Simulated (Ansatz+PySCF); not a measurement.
The numbers below are computed, except where a source is named.
This PySCF input gave a total energy of -460.04794 hartree.

```python
from pyscf import gto, scf, cc

mol = gto.M(atom="""
Cl 0.000000 0.000000 0.000000
H 1.050650 0.000000 0.881600
H -1.192210 0.000000 1.000380
""", basis='6-31g', charge=1, spin=2)
mf = scf.UHF(mol)
mf.kernel()
mycc = cc.CCSD(mf, frozen=5).run()
et = mycc.ccsd_t()
print(mf.e_tot, mycc.e_corr, et, mycc.e_tot + et)
```

(1) Write an input for Ansatz with the same method and basis set.

Results:

(1)

```yaml
crystal:
  periodic: [false, false, false]
  atoms:
    - { symbol: Cl, position_ang: [0.0, 0.0, 0.0] }
    - { symbol: H, position_ang: [1.05065, 0.0, 0.8816] }
    - { symbol: H, position_ang: [-1.19221, 0.0, 1.00038] }
basis:
  gaussian: { orbitals: "6-31G" }
total_charge: 1
magnetization:
  spin_polarized: true
  initial_magnetization: 2
hamiltonian:
  xc: hf
correlation:
  method: ccsd_t
  frozen_orbitals: { Cl: 5, H: 0 }
scf:
  omitted_lower_state_checks: [stability, starts, atomic_configurations, cluster_reference, orbital_swaps, given_window_search, neighbouring_geometries, increment]
```

Ansatz (development build ahead of 0.2.0) gave -460.04794 hartree, 0.02 meV from the first.
